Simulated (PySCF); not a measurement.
## Orbital picture of MgS⁺

r²SCAN at R = 2.278 Å; basis Mg jorge-DZP-DKH, S jorge-DZP-DKH; spin-free X2C with a Gaussian nucleus; PySCF 2.14. State: ²Π (doublet), unpaired electrons π ↑. Only the outer orbitals are listed, counted within each symmetry.

```
spin  orbital  occ.  ε (eV)  on Mg (%)           main shells (%)
   α       2π     1  -57.42        100                  100 Mg p
   α       2π     1  -57.38        100                  100 Mg p
   α       6σ     1  -57.35        100                  100 Mg p
   α       7σ     1  -23.11          5                    94 S s
   α       8σ     1  -13.28         27           69 S p, 23 Mg s
   α       3π     1  -12.98          7                    93 S p
   α       3π     1  -11.62          9                    91 S p
   α       9σ     0   -9.41         87  70 Mg s, 17 Mg p, 13 S p
   α       4π     0   -6.14         96                   96 Mg p
   α       4π     0   -5.95         95                   94 Mg p
   β       2π     1  -57.42        100                  100 Mg p
   β       2π     1  -57.39        100                  100 Mg p
   β       6σ     1  -57.36        100                  100 Mg p
   β       7σ     1  -21.62          8                    91 S s
   β       8σ     1  -12.89         33           62 S p, 30 Mg s
   β       3π     1  -11.19         11                    88 S p
   β       3π     0  -10.22         14           85 S p, 11 Mg p
   β       9σ     0   -9.57         82  61 Mg s, 21 Mg p, 18 S p
   β       4π     0   -6.08         92                   92 Mg p
```

**Question.** Which are the highest filled and the lowest empty level, where do they sit, and how wide is the gap?

**Answer.** Highest filled β 3π at -11.19 eV (in %: 88 S p); lowest empty β 3π at -10.22 eV (in %: 85 S p, 11 Mg p); the gap at r²SCAN is 0.97 eV. Both belong to one degenerate shell, split only by its one-sided filling, so this is no excitation gap.

The bond order (Mayer) is 1.46 and the ⟨S²⟩ is 0.763. The charge on Mg (Mulliken, basis-dependent) is 0.99 and the charge on Mg (Löwdin, basis-dependent) is 0.71. The dipole moment (positive dipole points towards S; it is taken about the centre of mass and depends on that origin) is -9.15 D.

The state was picked by a PBE0 search and need not be the measured ground state.
